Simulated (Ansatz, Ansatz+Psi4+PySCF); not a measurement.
```xyz
4

C     0.0206   -0.0178   -1.9374
C     0.0081   -0.0175   -0.6220
C    -0.0245    0.0115    0.6320
C     0.0098   -0.0229    1.9332
```

Basis set: cc-pVTZ (spherical functions). Left uncorrelated: 4 orbitals. Correlation on ROHF uses semicanonical orbitals with singles. Charge 0, multiplicity 3.

Computed with Ansatz (development build ahead of 0.2.0); each method stands on the lowest determinant of its kind that the runs found.

Give the atomization energy at this shape (free ground-state atoms in the same class of orbitals less the molecule, no zero-point energy) of triplet C₄ by UHF-CCSD(T), UHF-CCSD, ROHF-MP2, UHF-MP2, ROHF, ROHF-CCSD.

```tsv
method	atomization energy
UHF-CCSD(T)	417.10 kcal/mol
UHF-CCSD	401.20 kcal/mol
ROHF-MP2	434.19 kcal/mol
UHF-MP2	429.13 kcal/mol
ROHF	287.38 kcal/mol
ROHF-CCSD	399.84 kcal/mol
```

Caution for UHF-CCSD(T), UHF-CCSD, UHF-MP2: large share of triples, a single reference is doubtful; the unrestricted determinant is spin contaminated. Caution for ROHF-MP2, ROHF, ROHF-CCSD: an unrestricted determinant lies well below. Caution for ROHF-MP2: another reference gives a lower total. Caution for ROHF-MP2, ROHF-CCSD: large amplitudes, a single reference is doubtful.
